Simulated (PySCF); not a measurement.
Molecule: `C[N+]#CC`, [C3H6N]+.

Cartesian coordinates in Å; atom numbers follow the order of the lines, from 1:
```xyz
10

C     1.950   -0.070    0.047
C     0.559   -0.020    0.200
N    -0.584    0.021    0.325
C    -1.950    0.071    0.475
H     2.367    0.940    0.076
H     2.205   -0.530   -0.912
H     2.396   -0.661    0.852
H    -2.428   -0.380   -0.397
H    -2.268    1.112    0.567
H    -2.238   -0.479    1.373
```

Total charge +1.

Frames of a GFN2-xTB Langevin trajectory at 400 K; GIAO PBE0/pcSseg-1 shieldings in PySCF, gas phase, non-relativistic; equivalent atoms averaged within each frame.

References, each an isolated molecule treated in the same way: $^{13}$C (σref 186.93) and $^{1}$H (σref 31.72) vs TMS; $^{15}$N (σref 267.73) vs NH3. The references are static minima.

Task: How do the shifts (ppm) fluctuate along the trajectory?

Result: 
```
         time (fs)     C2    C4    C1     N3  H8/H9/H10  H5/H6/H7
optimised geometry  119.0  24.7  -1.2  168.3       4.17      3.32
               250  126.0  36.1   2.4  185.1       4.87      4.04
               425  118.8  24.3   2.3  169.8       4.58      4.12
               625  119.2  21.4  -1.7  171.0       4.36      2.25
               800  122.6  30.3  -1.4  170.8       4.56      3.38
              1000  121.5  28.5   3.7  174.1       4.85      4.27
    mean of frames  121.6  28.1   1.1  174.2       4.64      3.61
standard deviation    2.9   5.7   2.5    6.3       0.22      0.83
```

5 frames give an uncertainty of the mean of about the standard deviation over 2.2 at best, since frames this close in time may not be independent; classical motion lacks zero-point vibration, and the reference would need the same averaging.
